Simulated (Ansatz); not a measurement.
# Changing the shape of SiH4, singlet

Program: Ansatz, Gaussian basis, development build. Basis cc-pV(T+d)Z on Si, cc-pVTZ on H, nonrelativistic, 5 orbitals frozen in the corrections; active space CAS(8,8). Restricted Hartree–Fock, then the lowest state-specific CASSCF solution met for each case. Single-reference values can break down or jump between states where bonds are stretched. Solutions in different active orbitals can move differences by tenths of an eV and at times more than 1 eV.

Case A. A bond is stretched, to 1.46 times the sum of the covalent radii.

```xyz
5

Si    0.0000    0.0000    0.0000
H     1.1986    1.1986    1.1986
H    -0.8561   -0.8561    0.8561
H    -0.8561    0.8561   -0.8561
H     0.8561   -0.8561   -0.8561
```

Case B. A bond is stretched, to 3.13 times the sum of the covalent radii.

```xyz
5

Si    0.0000    0.0000    0.0000
H     2.5684    2.5684    2.5684
H    -0.8561   -0.8561    0.8561
H    -0.8561    0.8561   -0.8561
H     0.8561   -0.8561   -0.8561
```

Case C:

```xyz
5

Si    0.0000    0.0000    0.0000
H     0.9846    0.9846    0.9846
H    -0.8561   -0.8561    0.8561
H    -0.8561    0.8561   -0.8561
H     0.8561   -0.8561   -0.8561
```

Case D. A bond is stretched, to 2.40 times the sum of the covalent radii.

```
atom    x (Å)    y (Å)    z (Å)
  Si   0.0000   0.0000   0.0000
   H   1.9691   1.9691   1.9691
   H  -0.8561  -0.8561   0.8561
   H  -0.8561   0.8561  -0.8561
   H   0.8561  -0.8561  -0.8561
```

Case E:

```
atom    x (Å)    y (Å)    z (Å)
  Si   0.0000   0.0000   0.0000
   H   0.8561   0.8561   0.8561
   H  -0.8561  -0.8561   0.8561
   H  -0.8561   0.8561  -0.8561
   H   0.8561  -0.8561  -0.8561
```

Case F. A bond is stretched, to 1.88 times the sum of the covalent radii.

```
atom    x (Å)    y (Å)    z (Å)
  Si   0.0000   0.0000   0.0000
   H   1.5410   1.5410   1.5410
   H  -0.8561  -0.8561   0.8561
   H  -0.8561   0.8561  -0.8561
   H   0.8561  -0.8561  -0.8561
```

Energy less that of case A, in eV:

```tsv
case	RHF/ROHF	CASSCF
B	+5.512	+2.413
C	-1.295	-1.021
D	+3.971	+2.233
E	-1.671	-1.271
F	+2.090	+1.451
```

Problem. What does SC-NEVPT2 give for these differences?

Solution. B: +2.544 eV; C: -1.109 eV; D: +2.362 eV; E: -1.422 eV; F: +1.546 eV.

Problem. Which case is lowest, and do the methods agree?

Solution. E is lowest in SC-NEVPT2. Of the methods shown, RHF/ROHF, CASSCF agree.
